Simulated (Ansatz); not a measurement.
We consider zinc-blende HgTe, described by PBE-D3(BJ) in Ansatz (plane waves, PAW).

Settings: plane-wave cutoff 520 eV, 10×10×10 k mesh, Fermi–Dirac smearing 0.01 eV, scalar-relativistic PAW data made under PBE.

Energies at three volumes about the minimum:

```
V (Å³/atom)  E − E_lowest (meV/atom)
-----------  -----------------------
34.351                          1.82
35.052                          0.00
35.753                          1.67
```

### Question
Fit a parabola by hand: where is the minimum, what lattice constant follows, and what is the bulk modulus?

### Answer
Slopes: (0.00 − 1.82)/(35.052 − 34.351) = -2.596 and (1.67 − 0.00)/(35.753 − 35.052) = 2.382 meV/Å³. Curvature E″ = 2 × (2.382 − (-2.596))/(35.753 − 34.351) = 7.101 meV/Å⁶. From the middle of the first interval, the slope vanishes at V0 = 34.7015 − (-2.596)/7.101 = 35.067 Å³/atom. B = V0 E″ = 35.067 × 7.101 meV/Å³ × 0.1602 GPa per meV/Å³ = 39.9 GPa. With 8 atoms in the cube, a = (8 × 35.067)^(1/3) = 6.546 Å. The full Birch–Murnaghan fit to all volumes gives V0 = 35.052 Å³/atom and B0 = 39.9 GPa.

Measured, for comparison: bulk modulus 42.3 GPa (temperature not stated, not corrected to a static lattice; as tabulated in Toher et al. (2017), arXiv:1611.05714); lattice constant a 6.46 Å (room temperature, not corrected to a static lattice; as tabulated in Cava et al. (2013), arXiv:1302.1059). Computed (rounded) less measured: bulk modulus -6 %.

Ansatz is a first-principles code.
